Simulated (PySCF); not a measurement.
**A search over the determinants of NaC**

Unrestricted PBE0; PySCF, no relativity, basis sets Na cc-pVDZ, C cc-pVDZ. Outer shells of the fragments: Na 3s1; C 2s2 2p2.

Followed along the bond (rough minima from three points):

```
2Ms+1   unpaired  ⟨S²⟩ at the start  R at minimum (Å)  Te (eV)
    4  σ ↑, π ↑↑               3.75              2.24     0.00
    2  σ ↓, π ↑↑               1.76              2.28     0.74
    2  σ ↑, π ↑↓               1.76              2.25     0.75
    2        π ↑               0.91  none in the scan   ≤ 1.27
```

Solutions found at the starting distance of 2.285 Å, counted from the lowest of them; the search is not exhaustive and high or unbound solutions are not listed, so other states can lie among these:

| 2Ms+1 | unpaired | term | E (eV) | ⟨S²⟩ | ⟨Lz²⟩ | μ (D) |
| --- | --- | --- | --- | --- | --- | --- |
| 4 | σ ↑, π ↑↑ | ⁴Σ⁻ | 0.00 | 3.75 | 0.00 | -7.36 |
| 2 | σ ↓, π ↑↑ | mixed | 0.73 | 1.76 | 0.00 | -6.72 |
| 2 | σ ↑, π ↑↓ | mixed | 0.75 | 1.76 | 2.01 | -7.13 |
| 2 | π ↑ | ²Π | 1.33 | 0.91 | 1.00 | -4.43 |
| 2 | σ ↑ | mixed | 1.96 | 0.76 | 2.00 | -6.89 |
| 2 | π ↑ | ²Π | 2.41 | 0.77 | 1.02 | -7.10 |
| 4 | σ ↑↑, π ↑ | ⁴Π | 2.47 | 3.75 | 1.00 | 3.28 |
| 4 | σ ↑, π ↑↑ | mixed | 4.02 | 3.75 | 2.00 | 1.25 |
| 4 | π ↑↑↑ | ⁴Π | 4.37 | 3.76 | 1.00 | 1.34 |

A term symbol is given only where ⟨S²⟩ and ⟨Lz²⟩ are close to those of a pure state; real π, δ and φ orbitals otherwise mix terms. A positive dipole means Na(−)C(+).
